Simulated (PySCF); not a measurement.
## Working with the constants of C2

UHF-CCSD(T) constants of C2, ³Πu (triplet), unpaired electrons σ ↑, π ↑ (C aug-cc-pVDZ; no relativity (PySCF 2.14); masses 12.0000 and 12.0000 u):

```
ωe              : 1604.6 cm⁻¹
ωexe            : 11.5 cm⁻¹
Be              : 1.562 cm⁻¹
αe              : 0.0160 cm⁻¹
D (centrifugal) : 5.92e-06 cm⁻¹
De to C + C     : 5.56 eV
```

Give the vibrational terms G(v) and spacings up to v = 6.

G(v) = ωe(v+½) − ωexe(v+½)².

| v | G(v) (cm⁻¹) | G(v) − G(v−1) | Bv (cm⁻¹) |
| --- | --- | --- | --- |
| 0 | 799.4 |  | 1.554 |
| 1 | 2381.0 | 1581.6 | 1.538 |
| 2 | 3939.6 | 1558.6 | 1.522 |
| 3 | 5475.2 | 1535.6 | 1.506 |
| 4 | 6987.8 | 1512.6 | 1.490 |
| 5 | 8477.4 | 1489.6 | 1.474 |
| 6 | 9944.0 | 1466.6 | 1.458 |

How well does the Morse estimate ωe²/(4ωexe) reproduce De, and what is D0?

It gives 6.94 eV, 125 % of the computed De. D0 = De − G(0) = 5.56 − 0.10 = 5.46 eV.

Correlated steps freeze 2 core orbitals. Correlated levels converge slowly with the basis: in double zeta they bind strong bonds too weakly, by up to about 1 eV, and carry superposition errors of some tenths. The state is the lowest determinant that a PBE0 search found; another state may lie lower at other levels.
